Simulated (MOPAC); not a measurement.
MOPAC input (PM7):

```
PM7 PRECISE GNORM=0.05 LET XYZ UHF MS=0.5 GEO-OK AUX(PRECISION=9) THREADS=1
C3H3

C    -0.00031565 1   -0.01876434 1    0.11346103 1
C    -0.00366586 1   -0.21792541 1    1.31771454 1
C     0.00342830 1    0.20380299 1   -1.23232147 1
H    -0.00658048 1   -0.39119133 1    2.36538959 1
H     0.93286994 1    0.33015230 1   -1.77073907 1
H    -0.92297020 1    0.25835959 1   -1.78777517 1
```

From the output:

```
                                                       MOPAC v23.2.5 Linux

          FINAL HEAT OF FORMATION =         72.98327 KCAL/MOL =     305.36199 KJ/MOL

          COSMO AREA              =         86.16 SQUARE ANGSTROMS
          COSMO VOLUME            =         67.66 CUBIC ANGSTROMS

          GRADIENT NORM           =          0.04129          =       0.01686 PER ATOM
          IONIZATION POTENTIAL    =          9.244688 EV
          ALPHA SOMO LUMO (EV)    =         -9.245  1.055
          BETA  SOMO LUMO (EV)    =        -10.340 -0.656
          NO. OF ALPHA ELECTRONS  =          8
          NO. OF BETA  ELECTRONS  =          7
          MOLECULAR WEIGHT        =         39.0567         POINT GROUP:  C2v

          MOLECULAR DIMENSIONS (Angstroms)

            Atom       Atom       Distance
            H     5    H     4     4.33819
            H     6    H     4     1.77994
            H     5    C     1     0.00000

          SCF CALCULATIONS        =         19

   ATOM   CHEMICAL          X               Y               Z
  NUMBER   SYMBOL      (ANGSTROMS)     (ANGSTROMS)     (ANGSTROMS)

     1       C         -0.00024241  *  -0.01400010  *   0.08465194  *
     2       C         -0.00380696  *  -0.22655387  *   1.36988862  *
     3       C          0.00345309  *   0.20511653  *  -1.24026326  *
     4       H         -0.00660689  *  -0.39267918  *   2.37438526  *
     5       H          0.91454954  *   0.33458680  *  -1.80202755  *
     6       H         -0.90447470  *   0.26421810  *  -1.81872447  *

                             CARTESIAN COORDINATES

   1    C       -0.000242415    -0.014000099     0.084651940
   2    C       -0.003806958    -0.226553870     1.369888620
   3    C        0.003453088     0.205116527    -1.240263263
   4    H       -0.006606888    -0.392679181     2.374385261
   5    H        0.914549543     0.334586797    -1.802027548
   6    H       -0.904474698     0.264218101    -1.818724475

           Empirical Formula: C3 H3  =     6 atoms

      MOLECULAR POINT GROUP   :   C2v

          ALPHA EIGENVALUES
 -26.68587 -23.93916 -18.45667 -15.47671 -15.32010 -12.61433 -10.54426  -9.24469
   1.05547   1.40882   4.76083   5.58862   5.73011   6.13368   6.57500

           BETA EIGENVALUES
 -26.58355 -23.64665 -18.28150 -15.34788 -15.22475 -11.63186 -10.33963  -0.65577
   1.13027   2.33583   4.86609   5.70281   5.83506   6.33902   6.69967

              NET ATOMIC CHARGES AND DIPOLE CONTRIBUTIONS

  ATOM NO.   TYPE          CHARGE      No. of ELECS.   s-Pop       p-Pop
    1          C          -0.040440        4.0404     1.10286     2.93758
    2          C          -0.194127        4.1941     1.15562     3.03851
    3          C          -0.278249        4.2782     1.09106     3.18719
    4          H           0.185491        0.8145     0.81451
    5          H           0.163663        0.8363     0.83634
    6          H           0.163663        0.8363     0.83634
 DIPOLE           X         Y         Z       TOTAL
 POINT-CHG.     0.001     0.061    -0.367     0.372
 HYBRID        -0.000    -0.007     0.041     0.041
 SUM            0.001     0.054    -0.326     0.331

          ATOMIC ORBITAL ELECTRON POPULATIONS

     Atom    s        px        py        pz
    1  C   1.10286   0.97559   0.99529   0.96670
    2  C   1.15562   1.05560   0.97141   1.01150
    3  C   1.09106   1.14332   1.03326   1.01061
    4  H   0.81451
    5  H   0.83634
    6  H   0.83634

                    (SZ)    =    0.500000
                    (S**2)  =    0.872258

          ATOMIC ORBITAL SPIN POPULATIONS

    Atom   Total    s     px     py     pz
         Atomic
    1  C -0.5107 -0.024 -0.162 -0.290 -0.035
    2  C  0.8074  0.022  0.172  0.575  0.037
    3  C  0.7804  0.020  0.026  0.688  0.046
    4  H -0.0201 -0.020
    5  H -0.0285 -0.028
    6  H -0.0285 -0.028

 **********************
 *                    *
 * JOB ENDED NORMALLY *
 *                    *
 **********************

 == MOPAC DONE ==
```

The geometry given is a B3LYP-D3(BJ)/def2-TZVP minimum.

The determinant is spin-contaminated: <S^2> is 0.87 against 0.75 for a pure state.
